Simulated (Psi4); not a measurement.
# PH3 (SMILES P) at 6 levels

Aim: a comparison of 6 runs (HF/STO-3G, HF/cc-pVDZ, HF/def2-SVP, B3LYP/6-31G*, FNO-CISD/def2-SVPD) of PH3. 

The calculation is run with Psi4 1.11.

6 further runs of the same task are left out: 4 that didn't finish, 2 set aside as unsound or not needed.

**1. The structure to begin with**

The species is PH3 (4 atoms), meant as a singlet with charge 0. As SMILES, `P`. Geometry: relaxed at PBE0-D4/def2-TZVP.

Bond lengths: P1–H2 1.420 Å, P1–H3 1.420 Å, P1–H4 1.420 Å. Angles: H2–P1–H3 93.1°, H2–P1–H4 93.1°, H3–P1–H4 93.1°.

**2. Energy and gradient at HF/STO-3G (run 1)**

run.py reads:

```python
import psi4

psi4.set_memory('1600 MB')
psi4.set_num_threads(1)
psi4.core.set_output_file('h3p.out', False)

mol = psi4.geometry("""
P
H 1 1.419782
H 1 1.419768 2 93.0914
H 1 1.419738 3 93.10704 2 -93.27822
units angstrom
symmetry c1
""")

psi4.set_options({
    'reference': 'rhf',
    'puream': True,
    'e_convergence': 1e-09,
    'd_convergence': 1e-08,
    'scf_type': 'pk',
})

energy_value, wavefunction = psi4.gradient("scf/STO-3G", return_wfn=True)
print('gradient / Eh bohr^-1')
print(energy_value.np.round(6))
print(f'energy = {wavefunction.energy():.10f} Eh')
```

Launch:

```
$ python run.py
```

h3p.out:

```text
[...]
  Running in c1 symmetry.
[...]
  Nuclear repulsion =   17.542619192579121
[...]
  Multiplicity = 1
[...]
  Nalpha       = 9
  Nbeta        = 9
[...]
    Number of basis functions: 12
[...]
   @RHF iter   1:  -338.62711964738298   -1.08512e+00   6.50099e-03 ADIIS/DIIS
[...]
   @RHF iter   7:  -338.63364014698050   -5.11591e-13   1.25220e-09 DIIS
[...]
  @RHF Final Energy:  -338.63364014698050
   => Energetics <=
    Nuclear Repulsion Energy =             17.5426191925791208
    One-Electron Energy =                -505.5588818682108467
    Two-Electron Energy =                 149.3826225286512397
    Total Energy =                       -338.6336401469804969
[...]
 Multipole Moments:
 ------------------------------------------------------------------------------------
     Multipole            Electronic (a.u.)      Nuclear  (a.u.)        Total (a.u.)
 ------------------------------------------------------------------------------------
 L = 1.  Multiply by 2.5417464519 to convert [e a0] to [Debye]
 Dipole X            :         -1.1203747            1.2474339            0.1270592
 Dipole Y            :         -1.0580472            1.1779455            0.1198983
 Dipole Z            :         -1.0026234            1.1161838            0.1135605
 Magnitude           :                                                    0.2083642
[...]
  -Total Gradient:
     Atom            X                  Y                   Z
    ------   -----------------  -----------------  -----------------
       1       -0.024564911216    -0.023231197968    -0.022032668174
       2        0.000446983006     0.000439809632     0.023732491276
       3        0.000435504789     0.023714053810    -0.000839578152
       4        0.023682423421    -0.000922665473    -0.000860244950
[...]
```

Standard output:

```text
gradient / Eh bohr^-1
[[-0.024565 -0.023231 -0.022033]
 [ 0.000447  0.00044   0.023732]
 [ 0.000436  0.023714 -0.00084 ]
 [ 0.023682 -0.000923 -0.00086 ]]
energy = -338.6336401470 Eh
```

It took 1.2 s on 1 thread of Intel Xeon 6975P-C (Granite Rapids), shared host; peak memory 0.18 GiB.

**3. Energy and gradient at HF/cc-pVDZ (run 2)**

run.py reads:

```python
import psi4

psi4.set_memory(1600000000)
psi4.set_num_threads(1)
psi4.set_output_file('psi4.out', False)

molecule = psi4.geometry("""
0 1
P      0.65384524    -0.61699558    -0.62890085
H      1.19222821    -0.06425069     1.94074873
H     -1.90011962    -1.25288842    -0.10809233
H      0.05423514     1.93413469    -1.20356657
units bohr
symmetry c1
""")

psi4.set_options(dict(basis='cc-pVDZ', puream=True, e_convergence=1e-09, d_convergence=1e-08, scf_type='pk'))

e_tot, wfn = psi4.gradient("scf", return_wfn=True)
psi4.oeprop(wfn, "LOWDIN_CHARGES", "MAYER_INDICES", "MULLIKEN_CHARGES", title="SCF")
print('gradient / Eh bohr^-1')
print(e_tot.np.round(6))
print(f'energy = {wfn.energy():.10f} Eh')
for k, v in sorted(psi4.core.scalar_variables().items()):
    print(f'{k:45s} {v:18.10f}')
```

Launch:

```
$ python run.py
```

psi4.out:

```text
[...]
  Running in c1 symmetry.
[...]
  Nuclear repulsion =   17.542621848700300
[...]
  Multiplicity = 1
[...]
  Nalpha       = 9
  Nbeta        = 9
[...]
    Number of basis functions: 33
[...]
   @RHF iter   1:  -342.44204938123124   -3.32763e-01   4.66477e-03 ADIIS/DIIS
[...]
   @RHF iter   9:  -342.47030923285405   -3.69482e-12   7.50714e-09 DIIS
[...]
  @RHF Final Energy:  -342.47030923285405
   => Energetics <=
    Nuclear Repulsion Energy =             17.5426218487002998
    One-Electron Energy =                -508.2766326200714957
    Two-Electron Energy =                 148.2637015385170685
    Total Energy =                       -342.4703092328541061
[...]
 Multipole Moments:
 ------------------------------------------------------------------------------------
     Multipole            Electronic (a.u.)      Nuclear  (a.u.)        Total (a.u.)
 ------------------------------------------------------------------------------------
 L = 1.  Multiply by 2.5417464519 to convert [e a0] to [Debye]
 Dipole X            :          1.0505707           -1.2197313           -0.1691606
 Dipole Y            :         -0.9913964            1.1510724            0.1596760
 Dipole Z            :         -1.0107236            1.1733711            0.1626476
 Magnitude           :                                                    0.2838414
[...]
  -Total Gradient:
     Atom            X                  Y                   Z
    ------   -----------------  -----------------  -----------------
       1        0.004688618298    -0.004412129753    -0.004536452952
       2       -0.002740690452     0.001697656141     0.000081102328
       3       -0.000168920803     0.002677266762     0.001780867230
       4       -0.001779007043     0.000037206851     0.002674483395
[...]
```

On the terminal:

```text
gradient / Eh bohr^-1
[[ 4.689e-03 -4.412e-03 -4.536e-03]
 [-2.741e-03  1.698e-03  8.100e-05]
 [-1.690e-04  2.677e-03  1.781e-03]
 [-1.779e-03  3.700e-05  2.674e-03]]
energy = -342.4703092329 Eh
CURRENT ENERGY                                   -342.4703092329
CURRENT REFERENCE ENERGY                         -342.4703092329
DD SOLVATION ENERGY                                 0.0000000000
HF KINETIC ENERGY                                 342.3916564466
HF POTENTIAL ENERGY                              -684.8619656794
HF TOTAL ENERGY                                  -342.4703092329
HF VIRIAL RATIO                                     2.0002297158
NUCLEAR REPULSION ENERGY                           17.5426218487
ONE-ELECTRON ENERGY                              -508.2766326201
PCM POLARIZATION ENERGY                             0.0000000000
PE ENERGY                                           0.0000000000
SCF ITERATION ENERGY                             -342.4703092329
SCF ITERATIONS                                      9.0000000000
SCF TOTAL ENERGY                                 -342.4703092329
TWO-ELECTRON ENERGY                               148.2637015385
```

Run time: 2 s. Hardware: 1 thread of Intel Xeon 6975P-C (Granite Rapids), shared host; peak memory 0.29 GiB.

Runs 3 to 4 aren't shown in full; the table further down has their settings and results.

**4. The energy at FNO-CISD/def2-SVPD (DKH2, density fitting) (run 5)**

job.dat reads:

```
memory 1.6 GB

molecule {
  0 1
  P      0.346000    -0.326500    -0.332800
  H      0.630900    -0.034000     1.027000
  H     -1.005500    -0.663000    -0.057200
  H      0.028700     1.023500    -0.636900
  units angstrom
  no_reorient
  no_com
}

set {
  basis        def2-SVPD
  scf_type     df
  freeze_core  true
  relativistic dkh
  dkh_order    2
}

e, wfn = energy("fno-cisd", return_wfn=True)
print_variables()
```

Launch:

```
$ psi4 -n 1 job.dat job.out
```

job.out:

```text
[...]
  Running in c1 symmetry.
[...]
  Nuclear repulsion =   17.542621841641523
[...]
  Multiplicity = 1
[...]
  Nalpha       = 9
  Nbeta        = 9
[...]
    Number of basis functions: 48
[...]
   @DF-RHF iter   1:  -343.05900716631947   -3.41877e-01   3.17958e-03 ADIIS/DIIS
[...]
   @DF-RHF iter   9:  -343.08710896465459   -3.29692e-12   4.53336e-09 DIIS
[...]
  @DF-RHF Final Energy:  -343.08710896465459
   => Energetics <=
    Nuclear Repulsion Energy =             17.5426218416415232
    One-Electron Energy =                -508.9229317998575652
    Two-Electron Energy =                 148.2932009935615270
    Total Energy =                       -343.0871089646545329
[...]
 Multipole Moments:
 ------------------------------------------------------------------------------------
     Multipole            Electronic (a.u.)      Nuclear  (a.u.)        Total (a.u.)
 ------------------------------------------------------------------------------------
 L = 1.  Multiply by 2.5417464519 to convert [e a0] to [Debye]
 Dipole X            :         -9.3121697            9.1540223           -0.1581474
 Dipole Y            :          8.7872201           -8.6379381            0.1492820
 Dipole Z            :          8.9564772           -8.8044230            0.1520542
 Magnitude           :                                                    0.2653605
[...]
      * MP2 total energy:                   -343.229119579067
[...]
      * SCS-MP2 total energy:                 -343.236737790004
[...]
      * MP2 total energy:                     -343.229119579067
[...]
      * CISD total energy:                    -343.249296771786
[...]
```

Run time: 1.7 s. Hardware: 1 thread of Intel Xeon 6975P-C (Granite Rapids), shared host; peak memory 0.23 GiB.

**5. A single-point energy at FNO-CISD/def2-SVPD (density fitting) (run 6)**

h3p.dat reads:

```
memory 1.6 GB

molecule {
  P      0.346000    -0.326500    -0.332800
  H      0.630900    -0.034000     1.027000
  H     -1.005500    -0.663000    -0.057200
  H      0.028700     1.023500    -0.636900
  no_reorient
  no_com
}

set {
  basis       def2-SVPD
  reference   rhf
  scf_type    df
  freeze_core true
}

E = energy("fno-cisd")
```

Launch:

```
$ psi4 -n 1 h3p.dat h3p.out
```

h3p.out:

```text
[...]
  Running in c1 symmetry.
[...]
  Nuclear repulsion =   17.542621841641523
[...]
  Multiplicity = 1
[...]
  Nalpha       = 9
  Nbeta        = 9
[...]
    Number of basis functions: 48
[...]
   @DF-RHF iter   1:  -342.33858706466594   -3.37825e-01   3.15004e-03 ADIIS/DIIS
[...]
   @DF-RHF iter   9:  -342.36635549290327   -3.29692e-12   4.59829e-09 DIIS
[...]
  @DF-RHF Final Energy:  -342.36635549290327
   => Energetics <=
    Nuclear Repulsion Energy =             17.5426218416415232
    One-Electron Energy =                -508.1030826863960215
    Two-Electron Energy =                 148.1941053518512490
    Total Energy =                       -342.3663554929032671
[...]
 Multipole Moments:
 ------------------------------------------------------------------------------------
     Multipole            Electronic (a.u.)      Nuclear  (a.u.)        Total (a.u.)
 ------------------------------------------------------------------------------------
 L = 1.  Multiply by 2.5417464519 to convert [e a0] to [Debye]
 Dipole X            :         -9.3149123            9.1540223           -0.1608899
 Dipole Y            :          8.7898084           -8.6379381            0.1518703
 Dipole Z            :          8.9591149           -8.8044230            0.1546920
 Magnitude           :                                                    0.2699625
[...]
      * MP2 total energy:                   -342.508244000865
[...]
      * SCS-MP2 total energy:                 -342.515872494162
[...]
      * MP2 total energy:                     -342.508244000865
[...]
      * CISD total energy:                    -342.528437474222
[...]
```

Run time: 1.6 s. Hardware: 1 thread of Intel Xeon 6975P-C (Granite Rapids), shared host; peak memory 0.22 GiB.

**6. Overview of the runs**

```
run                                       level      task  Cartesian functions  energy (Eh)  dipole moment (D)  HOMO energy (eV)  LUMO energy (eV)  wall time
  1                                   HF/STO-3G  gradient                   no  -338.633640               0.53             -8.16             12.82      1.2 s
  2                                  HF/cc-pVDZ  gradient                   no  -342.470309               0.72            -10.54              4.68        2 s
  3                                 HF/def2-SVP  gradient                   no  -342.363504               0.78            -10.55              4.88      1.3 s
  4          B3LYP/6-31G* (Cartesian functions)    energy                  yes  -343.140249               0.97             -7.51              0.89      2.8 s
  5  FNO-CISD/def2-SVPD (DKH2, density fitting)    energy                   no  -343.249297                  –            -10.55              3.05      1.7 s
  6        FNO-CISD/def2-SVPD (density fitting)    energy                   no  -342.528437                  –            -10.54              3.06      1.6 s
```

**7. What came out**

| quantity | value |
| --- | --- |
| run 6: total energy | -342.52844 Eh |
| run 6: HOMO energy (Hartree–Fock orbitals) | -10.54 eV |
| run 6: LUMO energy (Hartree–Fock orbitals) | 3.06 eV |
| run 6: HOMO–LUMO gap (Hartree–Fock orbitals) | 13.61 eV |
| run 6: correlation energy (5 core orbitals frozen) | -162.1 mEh |

In words: Over runs 1, 2, 3, 4 the dipole moment (its size) runs from 0.53 D (HF/STO-3G) to 0.97 D (B3LYP/6-31G*). The two ends differ in method and basis. Over runs 1, 2, 3, 4 the HOMO–LUMO gap runs from 8.40 eV (B3LYP/6-31G*) to 20.98 eV (HF/STO-3G). Some runs of one species differ in core potentials or relativity; totals across that change don't compare. In run 1 the basis is minimal, so the values are rough. All runs together took 11 s, the longest 2.8 s.
